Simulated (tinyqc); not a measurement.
Worked calculation: extended Hueckel theory, for CH2. One step of it, computed by the program tinyqc.

Task: Orbitals. Solve H C = S C e through S^(-1/2); fill by pairs from the bottom, a degenerate level sharing its electrons equally; each orbital has its largest coefficient positive (the first on a tie).

H (eV), lower triangle:
```
             1C 2s      1C 2px      1C 2py      1C 2pz       2H 1s       3H 1s
1C 2s   -21.400000
1C 2px    0.000000  -11.400000
1C 2py    0.000000    0.000000  -11.400000
1C 2pz    0.000000    0.000000    0.000000  -11.400000
2H 1s   -12.243124    0.000000   -7.332321   -5.052721  -13.600000
3H 1s   -12.243124    0.000000    7.332321   -5.052721   -2.596526  -13.600000
```

overlap S, lower triangle:
```
           1C 2s    1C 2px     1C 2py    1C 2pz     2H 1s     3H 1s
1C 2s   1.000000
1C 2px  0.000000  1.000000
1C 2py  0.000000  0.000000   1.000000
1C 2pz  0.000000  0.000000   0.000000  1.000000
2H 1s   0.466405  0.000000   0.391057  0.269478  1.000000
3H 1s   0.466405  0.000000  -0.391057  0.269478  0.127281  1.000000
```

valence electrons = 6

Give: orbital energies; occupations; coefficients; sum of one-electron energies.

Result:

orbital energies (eV): -22.2154  -14.5582  -12.2756  -11.4000  -2.1707  3.7473

occupations: 2.0000  2.0000  2.0000  0.0000  0.0000  0.0000

coefficients:
```
            MO1      MO2      MO3     MO4      MO5      MO6
1C 2s    0.8158   0.0000  -0.3059  0.0000   0.0000   1.0180
1C 2px   0.0000   0.0000   0.0000  1.0000   0.0000   0.0000
1C 2py   0.0000   0.4923   0.0000  0.0000   1.1390   0.0000
1C 2pz  -0.0305   0.0000   0.8534  0.0000   0.0000   0.7323
2H 1s    0.1767   0.4742   0.2141  0.0000  -0.8107  -0.9149
3H 1s    0.1767  -0.4742   0.2141  0.0000   0.8107  -0.9149
```

sum of one-electron energies = -98.0983 eV
